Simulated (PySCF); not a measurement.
Dissociation curve of CH2O2, SMILES OC=O. The O1–H5 bond (O1 also carries C; H5 carries nothing else) is stretched with both fragments frozen at the PBE0/def2-TZVP optimised geometry.

- UHF/6-31G (PySCF)
- RHF/6-31G (PySCF)
- UKS-PBE0 = PySCF with unrestricted PBE0/6-31G
- RKS-PBE0 = restricted PBE0/6-31G (PySCF)
- UKS-CAM-B3LYP = unrestricted CAM-B3LYP/6-31G run with PySCF
- RKS-CAM-B3LYP = restricted CAM-B3LYP/6-31G in PySCF 2.14.0
- UKS-BHandHLYP = unrestricted BHandHLYP/6-31G in PySCF
- RKS-BHandHLYP = restricted BHandHLYP/6-31G (PySCF)

Scanned distances (Å): 0.77, 0.82, 0.88, 0.92, 0.94, 0.97, 1.00, 1.02, 1.06, 1.11, 1.20, 1.31, 1.44, 1.60, 1.75, 1.95, 2.14, 2.37, 2.64, 2.88, 3.38.

### Question
Where does the unrestricted solution first break spin symmetry (<S²> of 0.01 or more)?

### Answer
UHF: between 1.31 and 1.44 Å; UKS-PBE0: between 1.60 and 1.75 Å; UKS-CAM-B3LYP: between 1.60 and 1.75 Å; UKS-BHandHLYP: between 1.44 and 1.60 Å.

```json
[
 {"R / Å": "0.77", "<S²> UHF": "0.00", "E(RHF) − E(UHF) / eV": "0.000", "<S²> UKS-PBE0": "0.00", "E(RKS-PBE0) − E(UKS-PBE0) / eV": "0.000", "<S²> UKS-CAM-B3LYP": "0.00", "E(RKS-CAM-B3LYP) − E(UKS-CAM-B3LYP) / eV": "0.000", "<S²> UKS-BHandHLYP": "0.00", "E(RKS-BHandHLYP) − E(UKS-BHandHLYP) / eV": "0.000"},
 {"R / Å": "0.82", "<S²> UHF": "0.00", "E(RHF) − E(UHF) / eV": "0.000", "<S²> UKS-PBE0": "0.00", "E(RKS-PBE0) − E(UKS-PBE0) / eV": "0.000", "<S²> UKS-CAM-B3LYP": "0.00", "E(RKS-CAM-B3LYP) − E(UKS-CAM-B3LYP) / eV": "0.000", "<S²> UKS-BHandHLYP": "0.00", "E(RKS-BHandHLYP) − E(UKS-BHandHLYP) / eV": "0.000"},
 {"R / Å": "0.88", "<S²> UHF": "0.00", "E(RHF) − E(UHF) / eV": "0.000", "<S²> UKS-PBE0": "0.00", "E(RKS-PBE0) − E(UKS-PBE0) / eV": "0.000", "<S²> UKS-CAM-B3LYP": "0.00", "E(RKS-CAM-B3LYP) − E(UKS-CAM-B3LYP) / eV": "0.000", "<S²> UKS-BHandHLYP": "0.00", "E(RKS-BHandHLYP) − E(UKS-BHandHLYP) / eV": "0.000"},
 {"R / Å": "0.92", "<S²> UHF": "0.00", "E(RHF) − E(UHF) / eV": "0.000", "<S²> UKS-PBE0": "0.00", "E(RKS-PBE0) − E(UKS-PBE0) / eV": "0.000", "<S²> UKS-CAM-B3LYP": "0.00", "E(RKS-CAM-B3LYP) − E(UKS-CAM-B3LYP) / eV": "0.000", "<S²> UKS-BHandHLYP": "0.00", "E(RKS-BHandHLYP) − E(UKS-BHandHLYP) / eV": "0.000"},
 {"R / Å": "0.94", "<S²> UHF": "0.00", "E(RHF) − E(UHF) / eV": "0.000", "<S²> UKS-PBE0": "0.00", "E(RKS-PBE0) − E(UKS-PBE0) / eV": "0.000", "<S²> UKS-CAM-B3LYP": "0.00", "E(RKS-CAM-B3LYP) − E(UKS-CAM-B3LYP) / eV": "0.000", "<S²> UKS-BHandHLYP": "0.00", "E(RKS-BHandHLYP) − E(UKS-BHandHLYP) / eV": "0.000"},
 {"R / Å": "0.97", "<S²> UHF": "0.00", "E(RHF) − E(UHF) / eV": "0.000", "<S²> UKS-PBE0": "0.00", "E(RKS-PBE0) − E(UKS-PBE0) / eV": "0.000", "<S²> UKS-CAM-B3LYP": "0.00", "E(RKS-CAM-B3LYP) − E(UKS-CAM-B3LYP) / eV": "0.000", "<S²> UKS-BHandHLYP": "0.00", "E(RKS-BHandHLYP) − E(UKS-BHandHLYP) / eV": "0.000"},
 {"R / Å": "1.00", "<S²> UHF": "0.00", "E(RHF) − E(UHF) / eV": "0.000", "<S²> UKS-PBE0": "0.00", "E(RKS-PBE0) − E(UKS-PBE0) / eV": "0.000", "<S²> UKS-CAM-B3LYP": "0.00", "E(RKS-CAM-B3LYP) − E(UKS-CAM-B3LYP) / eV": "0.000", "<S²> UKS-BHandHLYP": "0.00", "E(RKS-BHandHLYP) − E(UKS-BHandHLYP) / eV": "0.000"},
 {"R / Å": "1.02", "<S²> UHF": "0.00", "E(RHF) − E(UHF) / eV": "0.000", "<S²> UKS-PBE0": "0.00", "E(RKS-PBE0) − E(UKS-PBE0) / eV": "0.000", "<S²> UKS-CAM-B3LYP": "0.00", "E(RKS-CAM-B3LYP) − E(UKS-CAM-B3LYP) / eV": "0.000", "<S²> UKS-BHandHLYP": "0.00", "E(RKS-BHandHLYP) − E(UKS-BHandHLYP) / eV": "0.000"},
 {"R / Å": "1.06", "<S²> UHF": "0.00", "E(RHF) − E(UHF) / eV": "0.000", "<S²> UKS-PBE0": "0.00", "E(RKS-PBE0) − E(UKS-PBE0) / eV": "0.000", "<S²> UKS-CAM-B3LYP": "0.00", "E(RKS-CAM-B3LYP) − E(UKS-CAM-B3LYP) / eV": "0.000", "<S²> UKS-BHandHLYP": "0.00", "E(RKS-BHandHLYP) − E(UKS-BHandHLYP) / eV": "0.000"},
 {"R / Å": "1.11", "<S²> UHF": "0.00", "E(RHF) − E(UHF) / eV": "0.000", "<S²> UKS-PBE0": "0.00", "E(RKS-PBE0) − E(UKS-PBE0) / eV": "0.000", "<S²> UKS-CAM-B3LYP": "0.00", "E(RKS-CAM-B3LYP) − E(UKS-CAM-B3LYP) / eV": "0.000", "<S²> UKS-BHandHLYP": "0.00", "E(RKS-BHandHLYP) − E(UKS-BHandHLYP) / eV": "0.000"},
 {"R / Å": "1.20", "<S²> UHF": "0.00", "E(RHF) − E(UHF) / eV": "0.000", "<S²> UKS-PBE0": "0.00", "E(RKS-PBE0) − E(UKS-PBE0) / eV": "0.000", "<S²> UKS-CAM-B3LYP": "0.00", "E(RKS-CAM-B3LYP) − E(UKS-CAM-B3LYP) / eV": "0.000", "<S²> UKS-BHandHLYP": "0.00", "E(RKS-BHandHLYP) − E(UKS-BHandHLYP) / eV": "0.000"},
 {"R / Å": "1.31", "<S²> UHF": "0.00", "E(RHF) − E(UHF) / eV": "0.000", "<S²> UKS-PBE0": "0.00", "E(RKS-PBE0) − E(UKS-PBE0) / eV": "0.000", "<S²> UKS-CAM-B3LYP": "0.00", "E(RKS-CAM-B3LYP) − E(UKS-CAM-B3LYP) / eV": "0.000", "<S²> UKS-BHandHLYP": "0.00", "E(RKS-BHandHLYP) − E(UKS-BHandHLYP) / eV": "0.000"},
 {"R / Å": "1.44", "<S²> UHF": "0.16", "E(RHF) − E(UHF) / eV": "0.027", "<S²> UKS-PBE0": "0.00", "E(RKS-PBE0) − E(UKS-PBE0) / eV": "0.000", "<S²> UKS-CAM-B3LYP": "0.00", "E(RKS-CAM-B3LYP) − E(UKS-CAM-B3LYP) / eV": "0.000", "<S²> UKS-BHandHLYP": "0.00", "E(RKS-BHandHLYP) − E(UKS-BHandHLYP) / eV": "0.000"},
 {"R / Å": "1.60", "<S²> UHF": "0.55", "E(RHF) − E(UHF) / eV": "0.458", "<S²> UKS-PBE0": "0.00", "E(RKS-PBE0) − E(UKS-PBE0) / eV": "0.000", "<S²> UKS-CAM-B3LYP": "0.00", "E(RKS-CAM-B3LYP) − E(UKS-CAM-B3LYP) / eV": "0.000", "<S²> UKS-BHandHLYP": "0.10", "E(RKS-BHandHLYP) − E(UKS-BHandHLYP) / eV": "0.013"},
 {"R / Å": "1.75", "<S²> UHF": "0.75", "E(RHF) − E(UHF) / eV": "1.089", "<S²> UKS-PBE0": "0.17", "E(RKS-PBE0) − E(UKS-PBE0) / eV": "0.019", "<S²> UKS-CAM-B3LYP": "0.20", "E(RKS-CAM-B3LYP) − E(UKS-CAM-B3LYP) / eV": "0.044", "<S²> UKS-BHandHLYP": "0.39", "E(RKS-BHandHLYP) − E(UKS-BHandHLYP) / eV": "0.186"},
 {"R / Å": "1.95", "<S²> UHF": "0.89", "E(RHF) − E(UHF) / eV": "1.997", "<S²> UKS-PBE0": "0.53", "E(RKS-PBE0) − E(UKS-PBE0) / eV": "0.254", "<S²> UKS-CAM-B3LYP": "0.52", "E(RKS-CAM-B3LYP) − E(UKS-CAM-B3LYP) / eV": "0.306", "<S²> UKS-BHandHLYP": "0.67", "E(RKS-BHandHLYP) − E(UKS-BHandHLYP) / eV": "0.616"},
 {"R / Å": "2.14", "<S²> UHF": "0.95", "E(RHF) − E(UHF) / eV": "2.808", "<S²> UKS-PBE0": "0.72", "E(RKS-PBE0) − E(UKS-PBE0) / eV": "0.583", "<S²> UKS-CAM-B3LYP": "0.72", "E(RKS-CAM-B3LYP) − E(UKS-CAM-B3LYP) / eV": "0.667", "<S²> UKS-BHandHLYP": "0.82", "E(RKS-BHandHLYP) − E(UKS-BHandHLYP) / eV": "1.095"},
 {"R / Å": "2.37", "<S²> UHF": "0.98", "E(RHF) − E(UHF) / eV": "3.664", "<S²> UKS-PBE0": "0.85", "E(RKS-PBE0) − E(UKS-PBE0) / eV": "0.997", "<S²> UKS-CAM-B3LYP": "0.86", "E(RKS-CAM-B3LYP) − E(UKS-CAM-B3LYP) / eV": "1.133", "<S²> UKS-BHandHLYP": "0.91", "E(RKS-BHandHLYP) − E(UKS-BHandHLYP) / eV": "1.658"},
 {"R / Å": "2.64", "<S²> UHF": "1.00", "E(RHF) − E(UHF) / eV": "4.489", "<S²> UKS-PBE0": "0.93", "E(RKS-PBE0) − E(UKS-PBE0) / eV": "1.436", "<S²> UKS-CAM-B3LYP": "0.94", "E(RKS-CAM-B3LYP) − E(UKS-CAM-B3LYP) / eV": "1.645", "<S²> UKS-BHandHLYP": "0.97", "E(RKS-BHandHLYP) − E(UKS-BHandHLYP) / eV": "2.232"},
 {"R / Å": "2.88", "<S²> UHF": "1.01", "E(RHF) − E(UHF) / eV": "5.078", "<S²> UKS-PBE0": "0.97", "E(RKS-PBE0) − E(UKS-PBE0) / eV": "1.761", "<S²> UKS-CAM-B3LYP": "0.97", "E(RKS-CAM-B3LYP) − E(UKS-CAM-B3LYP) / eV": "2.040", "<S²> UKS-BHandHLYP": "0.99", "E(RKS-BHandHLYP) − E(UKS-BHandHLYP) / eV": "2.651"},
 {"R / Å": "3.38", "<S²> UHF": "1.01", "E(RHF) − E(UHF) / eV": "5.967", "<S²> UKS-PBE0": "1.00", "E(RKS-PBE0) − E(UKS-PBE0) / eV": "2.251", "<S²> UKS-CAM-B3LYP": "1.00", "E(RKS-CAM-B3LYP) − E(UKS-CAM-B3LYP) / eV": "2.665", "<S²> UKS-BHandHLYP": "1.00", "E(RKS-BHandHLYP) − E(UKS-BHandHLYP) / eV": "3.280"}
]
```
